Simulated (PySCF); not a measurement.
hydrogen sulfide (H2S), SMILES S. Geometry: PBE-D3(BJ)/def2-TZVPD.

All values below come from PBE-D3(BJ)/def2-TZVPD (PySCF).

Harmonic wavenumbers (cm⁻¹): 1164, 2629, 2644. Rotational constants (GHz): 300.0, 266.2, 141.0; symmetry number 2.

**Question.** Work out the zero-point energy and the ideal-gas rigid-rotor harmonic-oscillator thermochemistry at 298.15 K and 1 atm.

**Answer.** ZPE = ½ Σ hcν = ½ × 6437 cm⁻¹ = 9.20 kcal/mol. H − E(el) = 11.58 kcal/mol. Entropy in cal/(mol K): translation 36.51, rotation 12.64, vibration 0.05, total 49.20. G − E(el) = -3.08 kcal/mol. Cp = 8.18 cal/(mol K).
